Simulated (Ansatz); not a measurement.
Molecular dynamics, step by step

C2H3O2 (SMILES [O-]C=CO) (charge -1), singlet, B3LYP-D4/def2-SVPD (Ansatz 0.2.0). Settings (timestep in fs, temperature in K; T counts 15 degrees of freedom):

```yaml
hamiltonian: {xc: {name: B3LYP}, dispersion: d4}
md: {n_steps: 80, timestep: 1.0, temperature: 300, ensemble: nve, seed: 422, initial_velocities: maxwell_boltzmann}
```

Start (the SMILES describes the start alone):

O1  (-1.375, -0.804, -0.523)
C2  (-0.808, 0.221, -0.010)
C3  (0.514, 0.353, 0.218)
O4  (1.375, -0.732, -0.131)
H5  (-1.438, 1.104, 0.285)
H6  (1.024, 1.203, 0.642)
H7  (0.708, -1.345, -0.482)
(Å)

```csv
step,time (fs),potential energy less the start (meV),kinetic energy (meV),T (K)
0,0.00,0.0,193.9,300
5,5.00,80.0,116.0,179
10,10.00,129.6,67.7,105
15,15.00,116.2,81.3,126
20,20.00,108.5,89.1,138
25,25.00,106.3,90.8,140
30,30.00,48.5,147.1,228
35,35.00,57.7,137.2,212
40,40.00,91.2,103.1,160
45,45.00,103.6,91.4,141
50,50.00,46.5,148.6,230
55,55.00,87.7,108.1,167
60,60.00,85.6,111.1,172
65,65.00,72.8,123.9,192
70,70.00,134.9,62.1,96
75,75.00,94.9,101.8,157
80,80.00,70.9,125.2,194
```

Step 10, positions (Å) and forces (eV/Å):

```tsv
atom	x	y	z	Fx	Fy	Fz
O1	-1.381	-0.810	-0.546	0.119	0.307	0.641
C2	-0.816	0.218	0.019	0.263	0.474	-0.495
C3	0.544	0.337	0.230	-1.429	0.132	-0.047
O4	1.351	-0.713	-0.124	2.274	0.068	0.223
H5	-1.421	1.141	0.297	0.178	-0.499	-0.142
H6	1.110	1.244	0.384	-0.096	0.422	0.380
H7	0.822	-1.409	-0.467	-1.309	-0.904	-0.561
```

Step 15, positions (Å) and forces (eV/Å):

| atom | x | y | z | Fx | Fy | Fz |
| --- | --- | --- | --- | --- | --- | --- |
| O1 | -1.383 | -0.812 | -0.549 | 0.276 | 0.423 | 0.721 |
| C2 | -0.824 | 0.227 | 0.020 | 1.357 | -0.862 | -0.784 |
| C3 | 0.552 | 0.334 | 0.238 | -1.682 | 1.045 | 0.070 |
| O4 | 1.365 | -0.718 | -0.125 | -0.397 | -1.598 | -0.812 |
| H5 | -1.421 | 1.107 | 0.291 | -0.338 | 0.391 | 0.098 |
| H6 | 1.038 | 1.321 | 0.356 | -0.047 | -0.559 | 0.219 |
| H7 | 0.706 | -1.403 | -0.479 | 0.831 | 1.161 | 0.488 |

Step 35, positions (Å) and forces (eV/Å):

| atom | x | y | z | Fx | Fy | Fz |
| --- | --- | --- | --- | --- | --- | --- |
| O1 | -1.372 | -0.827 | -0.511 | 0.104 | 0.494 | -0.148 |
| C2 | -0.817 | 0.249 | -0.036 | 0.506 | -0.211 | 0.514 |
| C3 | 0.534 | 0.348 | 0.245 | -0.679 | -0.032 | -0.404 |
| O4 | 1.354 | -0.724 | -0.139 | 0.541 | -0.577 | -0.045 |
| H5 | -1.442 | 1.149 | 0.222 | 0.087 | -0.202 | -0.026 |
| H6 | 1.087 | 1.176 | 0.723 | -0.377 | -0.298 | -0.333 |
| H7 | 0.799 | -1.412 | -0.571 | -0.182 | 0.826 | 0.443 |

Last step (80):

O1  (-1.332, -0.810, -0.538)
C2  (-0.802, 0.224, 0.022)
C3  (0.518, 0.363, 0.202)
O4  (1.326, -0.735, -0.128)
H5  (-1.418, 1.119, 0.349)
H6  (0.983, 1.266, 0.573)
H7  (0.696, -1.430, -0.475)
(Å)

The run took about 110 s on 2 CPU threads of an Arm Neoverse V2 (shared host).
